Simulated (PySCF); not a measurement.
These 2 structures share the formula C4H10N (doublet state). Level of theory: PBE0-D3(BJ)/def2-SVP geometry optimisation, gas phase in PySCF. One conformer each; no zero-point energy, no entropy. No frequencies were run at this level. Point groups hold within 0.08 Å. The open-shell SCF solutions weren't tested for stability.

Task: Order them by energy at this level, lowest first, and give relative energies in kcal/mol.
A. `[CH2:1][CH2:2][C@H:3]([CH3:4])[NH2:5]` (doublet state) with H–C1–C2–C3 79° and -96°, C1–C2–C3–C4 -178°, C2–C3–N5–H 61° and -55°
B. `[CH3:1][C:2]([CH3:3])[CH2:4][NH2:5]` (doublet state) with C1–C2–C4–N5 43°, C2–C4–N5–H 68° and -173°

Result: B (0.0), A (5.9).

```csv
SMILES,E (Eh),E rel (kcal/mol),dipole (D),point group,"A, B, C (MHz)",⟨S²⟩
C[C](C)CN,-212.73743,0.0,1.23,C1,"7582, 3542, 2623",0.755
[CH2]C[C@H](C)N,-212.72807,5.9,1.04,C1,"7859, 3583, 2739",0.755
```

Task: How do the relative energies change in single points at B3LYP/IGLO-III on C N, pcH-1 on H (no added dispersion term) on the same geometries?

Result: 
```csv
SMILES,PBE0-D3(BJ)/def2-SVP (kcal/mol),"B3LYP/IGLO-III on C N, pcH-1 on H (kcal/mol)",shift
C[C](C)CN,0.0,0.0,0.0
[CH2]C[C@H](C)N,5.9,5.2,-0.7
```

Each column counts from its own lowest isomer. The order is unchanged; the largest shift is 0.7 kcal/mol.
